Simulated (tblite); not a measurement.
C4H5S (doublet state).
Atom-mapped SMILES: `[CH2:1]=[CH:2]/[CH:3]=[CH:4]/[S:5]` (hydrogens: H6, H7 on C1; H8 on C2; H9 on C3; H10 on C4)

Cartesian coordinates in Å at the GFN2-xTB level; atoms count from 1:
```
atom  x, y, z in Å
C1    -1.6246   -0.7151    0.6398
C2    -0.7423   -0.1285   -0.1811
C3     0.6202    0.0994    0.1663
C4     1.5135    0.6959   -0.6699
S5     3.1316    0.9760   -0.2783
H6    -2.6488   -0.8753    0.3519
H7    -1.3392   -1.0487    1.6237
H8    -1.0549    0.1976   -1.1652
H9     0.9524   -0.2194    1.1449
H10    1.2009    1.0229   -1.6547
```

Computed values, GFN2-xTB/tblite, gas phase, harmonic and unscaled. Errors from tens to a few hundred cm⁻¹ against measured bands are possible. One conformer, not necessarily the lowest. Open shells enter through the occupations alone, without spin polarisation, and single modes of such species can be off by tens of per cent.

How many normal modes are there?

10 atoms, non-linear: 3N − 6 = 24.

What is the point group of the computed structure, and how do the modes divide by symmetry?

Cs. The vibrations span 17 a′ + 7 a″.

How many distinct wavenumbers does the calculation give?

24: Cs has no degenerate species.

How many fundamentals are allowed in the infrared by symmetry?

24 of 24: in Cs every mode is allowed. All fundamentals are allowed in the Raman spectrum.

What zero-point energy do the modes add up to?

Half the sum of the wavenumbers, 16049 cm⁻¹, or 192.0 kJ/mol from 24 modes, 101.6 kJ/mol of it from above 1550 cm⁻¹.

What thermal excitation has the softest real mode at 298.15 K?

θ = hcν̃/k = 189 K for 131.6 cm⁻¹, so N1/N0 = 0.53 and ⟨v⟩ = 1/(exp(θ/T) − 1) = 1.1.
